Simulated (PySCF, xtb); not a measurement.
methanol (CH₄O), SMILES CO.

GFN2-xTB in xtb at its own geometry gives an orbital gap of 13.10 eV and a dipole moment of 1.92 D.

Geometry: ωB97X-D3(BJ)/def2-TZVP.

Q: What does r2SCAN/def2-TZVPD run with PySCF give? (The exact figures need the calculation; the answer reports its results.)

A: gap 6.99 eV (levels -6.62 and 0.36 eV), dipole 1.61 D.
